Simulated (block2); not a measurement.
# NS (Mononitrogen monosulfide) at DMRG/ANO-RCC-MB

What is the vertical doublet–quartet gap of NS (Mononitrogen monosulfide) at DMRG/ANO-RCC-MB? 

The calculation is run with block2 0.5.4.

4 further runs of the same task are left out: 4 set aside as unsound or not needed. Runs told in other sessions of the task aren't counted.

### Step 1. The structure to begin with

NS: 2 atoms, total charge 0, spin state doublet. SMILES: `[N]=S`. The coordinates come from a PBE0-D4/def2-TZVP relaxation.

Bond lengths: N1–S2 1.486 Å.

### Step 2. A single-point energy at DMRG/ANO-RCC-MB

Contents of job.py:

```python
import numpy as np
from pyscf import cc, dft, gto, mcscf, mp, scf
from pyblock2._pyscf.ao2mo import integrals as itg
from pyblock2.driver.core import DMRGDriver, SymmetryTypes

geom = """
N      0.000000     0.000000    -0.011220
S      0.000000     0.000000     1.474400
"""
mol = gto.M(
    atom=geom,
    basis="ano-rcc-mb",
    spin=1,
    verbose=3,
)
print("basis functions                = %d" % (mol.nao))
mf = scf.ROHF(mol)
mf.conv_tol = 1e-10
mf.max_cycle = 200
mf.kernel()
if not mf.converged:
    mf = mf.newton().run(mf.mo_coeff, mf.mo_occ)
print("reference energy               = %.10f" % (mf.e_tot))
ref = scf.UHF(mol).run(mf.make_rdm1(), conv_tol=1e-10)
pt = mp.MP2(ref, frozen=6).run()
mycc = cc.CCSD(ref, frozen=6)
mycc.max_cycle = 150
mycc.kernel()
print("MP2 total energy               = %.10f" % (pt.e_tot))
if mycc.converged:
    print("E(CCSD)                        = %.10f" % (mycc.e_tot))
    print("E(CCSD(T))                     = %.10f" % (mycc.e_tot + mycc.ccsd_t()))
ks = dft.UKS(mol, xc="hse06").set(conv_tol=1e-9, verbose=3).run(mf.make_rdm1())
if ks.converged:
    print(f"E(HSE06)                       = {ks.e_tot:.8f}")
ks = dft.UKS(mol, xc="lda,vwn5").set(conv_tol=1e-9, verbose=3).run(mf.make_rdm1())
if ks.converged:
    print(f"E(SVWN5)                       = {ks.e_tot:.8f}")
ks = dft.UKS(mol, xc="tpss").set(conv_tol=1e-9, verbose=3).run(mf.make_rdm1())
if ks.converged:
    print(f"E(TPSS)                        = {ks.e_tot:.8f}")
ks = dft.UKS(mol, xc="wb97x").set(conv_tol=1e-9, verbose=3).run(mf.make_rdm1())
if ks.converged:
    print("E(wB97X)                       = %.8f" % (ks.e_tot))
occ_no, mo = mcscf.addons.make_natural_orbitals(mp.MP2(mf.to_uhf(), frozen=6).run())
mf.mo_coeff = mo
ncas, n_elec, spin, ecore, h1e, g2e, orb_sym = itg.get_rhf_integrals(mf, ncore=6, ncas=8, pg_symm=False, g2e_symm=1)
dmrg = DMRGDriver(scratch="./tmp", symm_type=SymmetryTypes.SU2, stack_mem=1500 << 20, n_threads=1)
idx = dmrg.orbital_reordering(h1e, g2e, method="fiedler")
print("orbital order:", idx.tolist())
h1e = h1e[np.ix_(idx, idx)]
g2e = g2e[np.ix_(idx, idx, idx, idx)]
orb_sym = np.array(orb_sym)[idx]
dmrg.initialize_system(n_sites=ncas, n_elec=n_elec, spin=spin, orb_sym=orb_sym)
mpo = dmrg.get_qc_mpo(h1e=h1e, g2e=g2e, ecore=ecore, iprint=1)
occs = np.array([1.8] * 5 + [1.0] * 1 + [0.2] * 2)[idx]
psi = dmrg.get_random_mps(tag="GS", bond_dim=25, nroots=1, occs=occs)
bond_dims = [25] * 2 + [50] * 3 + [100] * 4
noises = [0.0001] * 2 + [0.0001] * 3 + [1e-05] * 4 + [0]
thrds = [1e-09] * 9
e = dmrg.dmrg(mpo, psi, n_sweeps=15, tol=1e-07, bond_dims=bond_dims, noises=noises, thrds=thrds, iprint=2)
ms, dws, es = dmrg.get_dmrg_results()
print("discarded weight               = %.3e" % (dws[-1]))
print("total energy                   = %.10f" % (e))
ci = mcscf.CASCI(mf, 8, (6, 5))
ci.fix_spin_(ss=0.75)
ci.fcisolver.conv_tol = 1e-10
ci.fcisolver.max_cycle = 200
ci.kernel()
print("FCI energy                     = %.10f" % (ci.e_tot))
```

Run with:

```bash
python job.py
```

The program printed:

```text
basis functions                = 14
converged SCF energy = -451.481044369432
reference energy               = -451.4810443694
SCF not converged.
SCF energy = -451.478592758908 after 50 cycles  <S^2> = 0.86705  2S+1 = 2.1138117
E(UMP2) = -451.559283913093  E_corr = -0.0806911541851393
E(SCS-UMP2) = -451.554712233903  E_corr = -0.076119474995194
E(UCCSD) = -451.580682023987  E_corr = -0.1020892650791103
MP2 total energy               = -451.5592839131
E(CCSD)                        = -451.5806820240
UCCSD(T) correction = -0.00310404876240848
E(CCSD(T))                     = -451.5837860727
converged SCF energy = -452.278250809658  <S^2> = 0.75542941  2S+1 = 2.0054221
E(HSE06)                       = -452.27825081

WARN: HOMO -0.194042671726954 >= LUMO -0.194693924156874

[... 10 lines left out ...]
integral cutoff error =  0.0
[... 43 lines left out ...]
 <-- Site =    5-   6 .. Mmps =    9 Ndav =   4 E =   -451.5841938216 Error = 0.00e+00 FLOPS = 5.11e+08 Tdav = 0.00 T = 0.01
[... 17 lines left out ...]
 --> Site =    3-   4 .. Mmps =   50 Ndav =  10 E =   -451.5854758570 Error = 1.58e-07 FLOPS = 2.06e+09 Tdav = 0.01 T = 0.04
[... 17 lines left out ...]
 <-- Site =    1-   2 .. Mmps =   50 Ndav =   1 E =   -451.5854768019 Error = 7.58e-11 FLOPS = 8.57e+08 Tdav = 0.00 T = 0.01
[... 26 lines left out ...]
 <-- Site =    6-   7 .. Mmps =    3 Ndav =   1 E =   -451.5854768018 Error = 0.00e+00 FLOPS = 2.98e+08 Tdav = 0.00 T = 0.00
[... 17 lines left out ...]
 --> Site =    2-   3 .. Mmps =   48 Ndav =   1 E =   -451.5854768018 Error = 0.00e+00 FLOPS = 1.81e+09 Tdav = 0.00 T = 0.03
[... 17 lines left out ...]
 <-- Site =    2-   3 .. Mmps =  100 Ndav =   1 E =   -451.5854768018 Error = 2.10e-12 FLOPS = 1.73e+09 Tdav = 0.00 T = 0.03
[... 12 lines left out ...]
 --> Site =    1-   2 .. Mmps =   15 Ndav =   1 E =   -451.5854768018 Error = 0.00e+00 FLOPS = 1.41e+09 Tdav = 0.00 T = 0.02
 --> Site =    2-   3 .. Mmps =   48 Ndav =   1 E =   -451.5854768018 Error = 0.00e+00 FLOPS = 1.82e+09 Tdav = 0.00 T = 0.03
 --> Site =    3-   4 .. Mmps =  100 Ndav =   1 E =   -451.5854768018 Error = 3.20e-13 FLOPS = 1.88e+09 Tdav = 0.00 T = 0.04
 --> Site =    4-   5 .. Mmps =  100 Ndav =   1 E =   -451.5854768018 Error = 1.24e-15 FLOPS = 1.71e+09 Tdav = 0.00 T = 0.06
 --> Site =    5-   6 .. Mmps =   76 Ndav =   1 E =   -451.5854768018 Error = 2.20e-20 FLOPS = 1.07e+09 Tdav = 0.00 T = 0.03
 --> Site =    6-   7 .. Mmps =   31 Ndav =   1 E =   -451.5854768018 Error = 9.64e-23 FLOPS = 4.78e+08 Tdav = 0.00 T = 0.01
[... 8 lines left out ...]
Sweep =    9 | Direction = backward | Bond dimension =  100 | Noise =  0.00e+00 | Dav threshold =  1.00e-08
 <-- Site =    6-   7 .. Mmps =    3 Ndav =   1 E =   -451.5854768018 Error = 0.00e+00 FLOPS = 4.46e+08 Tdav = 0.00 T = 0.00
 <-- Site =    5-   6 .. Mmps =   10 Ndav =   1 E =   -451.5854768018 Error = 0.00e+00 FLOPS = 1.27e+09 Tdav = 0.00 T = 0.02
 <-- Site =    4-   5 .. Mmps =   31 Ndav =   1 E =   -451.5854768018 Error = 2.00e-25 FLOPS = 1.76e+09 Tdav = 0.00 T = 0.05
 <-- Site =    3-   4 .. Mmps =   50 Ndav =   1 E =   -451.5854768018 Error = 1.12e-20 FLOPS = 1.90e+09 Tdav = 0.00 T = 0.03
 <-- Site =    2-   3 .. Mmps =   62 Ndav =   1 E =   -451.5854768018 Error = 1.34e-20 FLOPS = 1.66e+09 Tdav = 0.00 T = 0.02
 <-- Site =    1-   2 .. Mmps =   37 Ndav =   1 E =   -451.5854768018 Error = 1.66e-20 FLOPS = 1.17e+09 Tdav = 0.00 T = 0.02
 <-- Site =    0-   1 .. Mmps =   11 Ndav =   1 E =   -451.5854768018 Error = 7.70e-21 FLOPS = 3.02e+08 Tdav = 0.00 T = 0.01
Time elapsed =      1.410 | E =    -451.5854768018 | DE = 1.78e-14 | DW = 1.65746e-20
Time sweep =        0.151 | 7.30 MFLOP/SWP
 | Dmem = 997 KB (1%) | Imem = 57.6 KB (97%) | Hmem = 7.57 MB | Wmem = 7.82 KB | Pmem = 0 B
 | Tread = 0.002 | Twrite = 0.002 | Tfpread = 0.002 | Tfpwrite = 0.001 | Tmporead = 0.000
 | data = 676 KB | cpsd = 395 KB | Tasync = 0.000
 | Trot = 0.004 | Tctr = 0.000 | Tint = 0.000 | Tmid = 0.000 | Tdctr = 0.000 | Tdiag = 0.002 | Tinfo = 0.004
 | Teff = 0.116 | Tprt = 0.000 | Teig = 0.005 | Tblk = 0.139 | Tmve = 0.011 | Tdm = 0.000 | Tsplt = 0.002 | Tsvd = 0.000 | Torth = 0.000

discarded weight               = 1.657e-20
total energy                   = -451.5854768018
CASCI E = -451.585476802330  E(CI) = -30.2665716853068  S^2 = 0.7500000
FCI energy                     = -451.5854768023
```

Run time: 13 s. Hardware: 1 thread of Arm Neoverse V1, shared host; peak memory 0.25 GiB.

### Step 3. The quartet: a single-point energy at DMRG/ANO-RCC-MB

Contents of job.py:

```python
import numpy as np
from pyscf import cc, dft, gto, mcscf, mp, scf
from pyblock2._pyscf.ao2mo import integrals as itg
from pyblock2.driver.core import DMRGDriver, SymmetryTypes

mol = gto.M(atom="""
N      0.00000000     0.00000000    -0.02120273
S      0.00000000     0.00000000     2.78621220
""", basis="ano-rcc-mb", unit="bohr", spin=3, verbose=3)
print("basis functions = %d" % (mol.nao))
mf = scf.ROHF(mol)
mf.conv_tol = 1e-10
mf.max_cycle = 200
mf.kernel()
if not mf.converged:
    mf = mf.newton().run(mf.mo_coeff, mf.mo_occ)
print(f"reference energy = {mf.e_tot:.10f}")
# MP2, CCSD and CCSD(T) with the same frozen core
ref = scf.UHF(mol).run(mf.make_rdm1(), conv_tol=1e-10)
pt = mp.MP2(ref, frozen=6).run()
mycc = cc.CCSD(ref, frozen=6)
mycc.max_cycle = 150
mycc.kernel()
print("E(MP2) = %.10f" % (pt.e_tot))
if mycc.converged:
    print("E(CCSD) = %.10f" % (mycc.e_tot))
    print(f"CCSD(T) total energy = {mycc.e_tot + mycc.ccsd_t():.10f}")
# a few density functionals on the same geometry and basis
ks = dft.UKS(mol, xc="hse06").set(conv_tol=1e-9, verbose=3).run(mf.make_rdm1())
if ks.converged:
    print(f"E(HSE06) = {ks.e_tot:.8f}")
ks = dft.UKS(mol, xc="lda,vwn5").set(conv_tol=1e-9, verbose=3).run(mf.make_rdm1())
if ks.converged:
    print(f"E(SVWN5) = {ks.e_tot:.8f}")
ks = dft.UKS(mol, xc="tpss").set(conv_tol=1e-9, verbose=3).run(mf.make_rdm1())
if ks.converged:
    print("E(TPSS) = %.8f" % (ks.e_tot))
ks = dft.UKS(mol, xc="wb97x").set(conv_tol=1e-9, verbose=3).run(mf.make_rdm1())
if ks.converged:
    print(f"E(wB97X) = {ks.e_tot:.8f}")
# natural orbitals of MP2 give a compact matrix product state
occ_no, mo = mcscf.addons.make_natural_orbitals(mp.MP2(mf.to_uhf(), frozen=6).run())
mf.mo_coeff = mo
ncas, n_elec, spin, ecore, h1e, g2e, orb_sym = itg.get_rhf_integrals(mf, ncore=6, ncas=8, pg_symm=False, g2e_symm=8)
drv = DMRGDriver(scratch="./tmp", symm_type=SymmetryTypes.SU2, stack_mem=1500 << 20, n_threads=1)
drv.initialize_system(n_sites=ncas, n_elec=n_elec, spin=spin, orb_sym=orb_sym)
mpo = drv.get_qc_mpo(h1e=h1e, g2e=g2e, ecore=ecore, iprint=0)
occs = np.array([1.9] * 4 + [1.0] * 3 + [0.1] * 1)
mps = drv.get_random_mps(tag="GS", bond_dim=12, nroots=1, occs=occs)
bond_dims = [12] * 2 + [25] * 2 + [50] * 3 + [100] * 2
noises = [0.001] * 2 + [0.0001] * 2 + [0.0001] * 3 + [1e-05] * 2 + [0]
thrds = [1e-09] * 9
e = drv.dmrg(mpo, mps, n_sweeps=15, tol=1e-07, bond_dims=bond_dims, noises=noises, thrds=thrds, iprint=1)
ms, dws, es = drv.get_dmrg_results()
print("max discarded weight = %.3e" % (dws[-1]))
print("total energy = %.10f" % (e))
dm1 = drv.get_1pdm(mps)
print("natural occupations =", np.round(np.linalg.eigvalsh(dm1)[::-1], 5).tolist())
c_act = mf.mo_coeff[:, 6:14]
dm_ao = c_act @ dm1 @ c_act.T + 2 * mf.mo_coeff[:, :6] @ mf.mo_coeff[:, :6].T
print("dipole moment (debye) =", np.round(scf.hf.dip_moment(mol, dm_ao, verbose=0), 4).tolist())
print(f"largest bipartite entropy = {max(drv.get_bipartite_entanglement(mps)):.4f}")
# exact diagonalisation in the same space
ci = mcscf.CASCI(mf, 8, (7, 4))
ci.fix_spin_(ss=3.75)
ci.fcisolver.conv_tol = 1e-10
ci.fcisolver.max_cycle = 200
ci.kernel()
print("FCI energy = %.10f" % (ci.e_tot))
```

Run with:

```bash
python job.py
```

The program printed:

```text
basis functions = 14
converged SCF energy = -451.417393593233
reference energy = -451.4173935932
converged SCF energy = -451.418021142705  <S^2> = 3.7512221  2S+1 = 4.000611
E(UMP2) = -451.459130655564  E_corr = -0.041109512858942
E(SCS-UMP2) = -451.451697563728  E_corr = -0.0336764210232171
E(UCCSD) = -451.4706399968182  E_corr = -0.05261885411329893
E(MP2) = -451.4591306556
E(CCSD) = -451.4706399968
UCCSD(T) correction = -0.00105364680133917
CCSD(T) total energy = -451.4716936436

WARN: HOMO -0.243723309417214 >= LUMO -0.268105650324223

WARN: HOMO -0.245458703724671 >= LUMO -0.255401126190207

WARN: HOMO -0.24542678514355 >= LUMO -0.254745630277049

WARN: HOMO -0.245431401102402 >= LUMO -0.254698944146958

WARN: HOMO -0.245422455760312 >= LUMO -0.254703929242262

WARN: HOMO -0.245423232377719 >= LUMO -0.254706015407704

WARN: HOMO -0.245423221760508 >= LUMO -0.254706028208459

converged SCF energy = -452.171375782919  <S^2> = 3.7504743  2S+1 = 4.0002372
E(HSE06) = -452.17137578

WARN: HOMO -0.203958349354855 >= LUMO -0.322841477473407

WARN: HOMO -0.123600956658769 >= LUMO -0.215111018330826

WARN: HOMO -0.203987064453487 >= LUMO -0.305550846005915

WARN: HOMO -0.202425439775435 >= LUMO -0.306376629662218

WARN: HOMO -0.202592702514865 >= LUMO -0.305955976136819

WARN: HOMO -0.202555305026559 >= LUMO -0.305878256743633

WARN: HOMO -0.202554066893352 >= LUMO -0.305871943037937

WARN: HOMO -0.202554692623542 >= LUMO -0.305873478515538

converged SCF energy = -450.517211564387  <S^2> = 3.7504096  2S+1 = 4.0002048
E(SVWN5) = -450.51721156

WARN: HOMO -0.210270744310967 >= LUMO -0.298519877989507

WARN: HOMO -0.15395459556921 >= LUMO -0.219358204402764

WARN: HOMO -0.209558747206511 >= LUMO -0.285716693206489

WARN: HOMO -0.208870674240484 >= LUMO -0.284011286009966

WARN: HOMO -0.208928786022778 >= LUMO -0.283819555822174

WARN: HOMO -0.208902887327941 >= LUMO -0.283766751329016

WARN: HOMO -0.208903068746736 >= LUMO -0.283765128783344

WARN: HOMO -0.20890261694855 >= LUMO -0.283764368464812

converged SCF energy = -452.385649634554  <S^2> = 3.7503136  2S+1 = 4.0001568
E(TPSS) = -452.38564963
converged SCF energy = -452.327386871841  <S^2> = 3.7505147  2S+1 = 4.0002574
E(wB97X) = -452.32738687
E(UMP2) = -451.456594746998  E_corr = -0.0392011537648027
E(SCS-UMP2) = -451.449352656492  E_corr = -0.0319590632586169

Sweep =    0 | Direction =  forward | Bond dimension =   12 | Noise =  1.00e-03 | Dav threshold =  1.00e-09
Time elapsed =      0.049 | E =    -451.4536178161 | DW = 8.27880e-06

Sweep =    1 | Direction = backward | Bond dimension =   12 | Noise =  1.00e-03 | Dav threshold =  1.00e-09
Time elapsed =      0.106 | E =    -451.4615452916 | DE = -7.93e-03 | DW = 1.87244e-04

Sweep =    2 | Direction =  forward | Bond dimension =   25 | Noise =  1.00e-04 | Dav threshold =  1.00e-09
Time elapsed =      0.185 | E =    -451.4709460961 | DE = -9.40e-03 | DW = 1.63147e-06

Sweep =    3 | Direction = backward | Bond dimension =   25 | Noise =  1.00e-04 | Dav threshold =  1.00e-09
Time elapsed =      0.273 | E =    -451.4720505403 | DE = -1.10e-03 | DW = 3.10165e-05

Sweep =    4 | Direction =  forward | Bond dimension =   50 | Noise =  1.00e-04 | Dav threshold =  1.00e-09
Time elapsed =      0.392 | E =    -451.4722555582 | DE = -2.05e-04 | DW = 7.44395e-08

Sweep =    5 | Direction = backward | Bond dimension =   50 | Noise =  1.00e-04 | Dav threshold =  1.00e-09
Time elapsed =      0.503 | E =    -451.4722555582 | DE = 2.43e-11 | DW = 1.86072e-07

Sweep =    6 | Direction =  forward | Bond dimension =   50 | Noise =  1.00e-04 | Dav threshold =  1.00e-09
Time elapsed =      0.622 | E =    -451.4722555583 | DE = -1.02e-10 | DW = 7.44278e-08

Sweep =    7 | Direction = backward | Bond dimension =  100 | Noise =  1.00e-05 | Dav threshold =  1.00e-09
Time elapsed =      0.753 | E =    -451.4722555583 | DE = 2.77e-11 | DW = 2.51313e-11

Sweep =    8 | Direction =  forward | Bond dimension =  100 | Noise =  1.00e-05 | Dav threshold =  1.00e-09
Time elapsed =      0.914 | E =    -451.4722555583 | DE = -3.55e-15 | DW = 1.28357e-14

Sweep =    9 | Direction = backward | Bond dimension =  100 | Noise =  0.00e+00 | Dav threshold =  1.00e-08
Time elapsed =      1.035 | E =    -451.4722555583 | DE = -2.13e-14 | DW = 2.85713e-20

max discarded weight = 2.857e-20
total energy = -451.4722555583
natural occupations = [1.99491, 1.97475, 1.97475, 1.97463, 1.02459, 1.02459, 1.0023, 0.02948]
dipole moment (debye) = [-0.0, 0.0, -0.81]
largest bipartite entropy = 0.3235
CASCI E = -451.472255558373  E(CI) = -30.1534833021859  S^2 = 3.7500000
FCI energy = -451.4722555584
```

Run time: 9.9 s. Hardware: 1 thread of Arm Neoverse V1, shared host; peak memory 0.25 GiB.

### Step 4. What came out

Level: DMRG/ANO-RCC-MB, 6 core orbitals frozen.

```
                                                        quantity          value
                            run 1, DMRG/ANO-RCC-MB: total energy  -451.58548 Eh
                                           quartet: total energy  -451.47226 Eh
quartet: dipole moment (of the density that the program reports)         0.81 D
                vertical energy of the quartet above the doublet       3.081 eV
```

What this shows: At this shape the quartet lies 3.08 eV (297 kJ/mol) above the doublet. In a minimal basis such a difference can be off by several eV, whatever the method. The basis (run 1, DMRG/ANO-RCC-MB) was made for a relativistic Hamiltonian, but the run is non-relativistic. The basis (quartet) was made for a relativistic Hamiltonian, but the run is non-relativistic.
